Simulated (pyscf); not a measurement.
One four-centre exchange on the singlet surface with elements of a group swapped. ωB97M-D3(BJ)/def2-TZVP, eV, from the separated reactants. Single points on ωB97X-D3(BJ)/def2-SVP structures (PySCF, gas phase).

| step | barrier | reaction energy | imaginary mode (i cm⁻¹) |
|---|---|---|---|
| `[CH3][Ga]([CH3])[O][SiH3]` + `[H][H]` → `[CH3][GaH][CH3]` + `[OH][SiH3]` | 1.05 | +0.77 | 1302 |
| `[CH3][Al]([CH3])[O][SiH3]` + `[H][H]` → `[CH3][AlH][CH3]` + `[OH][SiH3]` | [?] | [?] | 1230 |

Task: What belongs in the gaps?

Result: 
- `[CH3][Al]([CH3])[O][SiH3]` + `[H][H]` → `[CH3][AlH][CH3]` + `[OH][SiH3]`, barrier: 1.22
- `[CH3][Al]([CH3])[O][SiH3]` + `[H][H]` → `[CH3][AlH][CH3]` + `[OH][SiH3]`, reaction energy: +1.57

Row 1: On the product side the descent ends in an adduct with a Ga–O contact, 0.60 eV under the separated species and 0.78 eV under the saddle at ωB97X-D3(BJ)/def2-TZVP. Row 2: On the product side the descent ends in an adduct with a Al–O contact, 0.90 eV under the separated species and 0.47 eV under the saddle at ωB97X-D3(BJ)/def2-TZVP. Each row is the saddle that its search found. Elements up to Kr have no core potential and no relativistic terms here.
